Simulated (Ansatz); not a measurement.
## Relaxing Sr₂Br

The calculation used Ansatz 0.2.0, DFT PBE, scalar-relativistic, plane waves, PAW.

The start puts Sr₂Br on the sites of a reported B2Ru cell (Pmmn, No. 59), with Br in place of Ru, Sr in place of B, at a guessed volume.

The final relaxation ran on this input, with the default PAW datasets:

```yaml
crystal:
  lattice:
    - [4.1358929652, 0.0, 0.0]
    - [0.0, 7.6065182217, 0.0]
    - [0.0, 0.0, 8.0863737295]
  atoms:
    - { symbol: Sr, position: [0.0, 0.7503525008, 0.2904410598] }
    - { symbol: Sr, position: [0.0, 0.2496474992, 0.2904410598] }
    - { symbol: Sr, position: [0.5, 0.2503525008, 0.7095589402] }
    - { symbol: Sr, position: [0.5, 0.7496474992, 0.7095589402] }
    - { symbol: Br, position: [0.0, 0.0, 0.9567886386] }
    - { symbol: Br, position: [0.5, 0.5, 0.0432113614] }
basis:
  ecutwfc: 420
kpoints:
  mp_grid: { grid: [10, 6, 6] }
hamiltonian:
  xc: pbe
scf:
  occupations: { method: gaussian, width: 0.1 }
output:
  forces: true
  stress: true
  eigenvalues: true
  write_density: true
  write_potential: true
  elf: true
  volumetric_format: npy
relax:
  adjacent_minimum: "off"
  f_tol: 0.01
  max_steps: 80
  cell: { stress_tol: 0.05 }
```

Launched as:

```bash
ansatz run input.yaml --threads 1 --pin off --max-ram 2560MiB --backend cpu --events-out ev --progress --plain --runs-dir out
```

The run took 4.5 min on 1 thread of Arm Neoverse V2, with other jobs on the host, peak memory 0.82 GiB.

End of the output:

```
SCF converged after 5 iterations
Free energy (F): -19748.213604 eV
Harris-Foulkes:  -19748.213604 eV  (|F-HF|=3.64e-12)
Internal energy: -19748.187923 eV  (E = F + TS)
E sigma→0 (E₀):  -19748.200764 eV
Entropy (-TS):   -0.025681 eV (-4.280 meV/atom)
Fermi energy:    6.241726 eV
--- Per-component energies (eV) ---
  E_band       = -554.299803
  E_kinetic    = 1235.942117
  E_local      = -3451.928869  (includes V_loc(G=0)·N_el)
  E_nonlocal   = 950.502100
  E_hartree    = 872.389606
  E_xc         = -1216.542798
  E_vxc        = -847.703765  (∫ρ·V_xc dr)
  E_paw        = -15272.117000  (= ΣΔE_a)
  E_vpaw       = -185.890633  (= ΣTr[D̂ρ^β])
  E_aug_tail   = -0.000005  (compensation charges beyond the density's cutoff)
  E_ewald      = -2866.433074
  E_smearing   = -0.025681  (= −TS)
  E_closure    = 0.000000  (closes the sum)
  Σ components = -19748.213604   (vs F -19748.213604, Δ=0.00e0)
--- Forces (eV/Å), atoms counted from 1 ---
  atom   1  Sr     0.00000000     0.00700897     0.00989348
  atom   2  Sr     0.00000000    -0.00700897     0.00989348
  atom   3  Sr     0.00000000     0.00700897    -0.00989348
  atom   4  Sr     0.00000000    -0.00700897    -0.00989348
  atom   5  Br     0.00000000     0.00000000     0.00043883
  atom   6  Br     0.00000000     0.00000000    -0.00043883
  max |Σ_I F_I| component: 3.47e-18 eV/Å
--- Stress (GPa, compression-positive) ---
        0.008239       0.000000       0.000000
        0.000000      -0.006161       0.000000
        0.000000       0.000000      -0.022412
  P = ⅓ Tr σ = -0.0068 GPa (-0.068 kbar)
--- Relaxed structure (4 steps of the walk, 4 accepted, 1 SCFs on fresh bases) ---
  F+E_penalty+E_count = -19748.21360437 eV   max|allowed force component| = 9.893e-3 eV/Å   (the final SCF, on the basis selected at the relaxed cell)
  cell:  # Å, volume = 257.0891 Å³
    - [4.092583, 0.0, 0.0]
    - [0.0, 7.696692, 0.0]
    - [0.0, 0.0, 8.161728]
  atoms:
    - { symbol: Sr, position: [0.000000, 0.750643, 0.288985] }
    - { symbol: Sr, position: [0.000000, 0.249357, 0.288985] }
    - { symbol: Sr, position: [0.5, 0.250643, 0.711015] }
    - { symbol: Sr, position: [0.5, 0.749357, 0.711015] }
    - { symbol: Br, position: [0.000000, 0.000000, 0.959202] }
    - { symbol: Br, position: [0.5, 0.5, 0.040798] }
```

Total energies depend on the potentials used, so only differences within one code and one set of settings carry meaning.

The result has space group Pmmn (No. 59). Sr has 3 Br at 3.31–3.47 Å and 6 Sr at 3.84–4.09 Å; Br has 6 Sr at 3.31–3.47 Å.

Against the elements it lies at -0.83 eV/atom. Formation energies are uncorrected and refer to the elements' standard structures at the same level.

For metals, differences of a few meV/atom aren't resolved.

A structure relaxed within its symmetry needn't be a true minimum.